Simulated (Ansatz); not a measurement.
Zinc-blende AlAs, treated with PBE in Ansatz (plane waves, PAW).

The same calculation (at the measured cell, 22.677 Å³/atom) with different numerical settings:

```
run    k mesh  electronic dielectric constant ε∞  dielectric constant ε0 (ions relaxed)  zone-centre TO phonon frequency (cm⁻¹)  rough time
---  --------  ---------------------------------  -------------------------------------  --------------------------------------  ----------
1       4×4×4                              7.876                                  9.782                                   361.0    8 core-s
2       6×6×6                              8.759                                 10.683                                   360.0   20 core-s
3       8×8×8                              9.093                                 11.020                                   359.8   30 core-s
4    12×12×12                              9.257                                 11.185                                   359.8  100 core-s
5    16×16×16                              9.279                                 11.207                                   359.8  3 core-min
6    20×20×20                              9.283                                 11.211                                   359.8  6 core-min
```

In the column static dielectric constant the first row differs from the last by -1.429 and the next to last by -0.004.

The last row is no converged limit: other settings stay fixed.

Ansatz is a program for electronic structure.
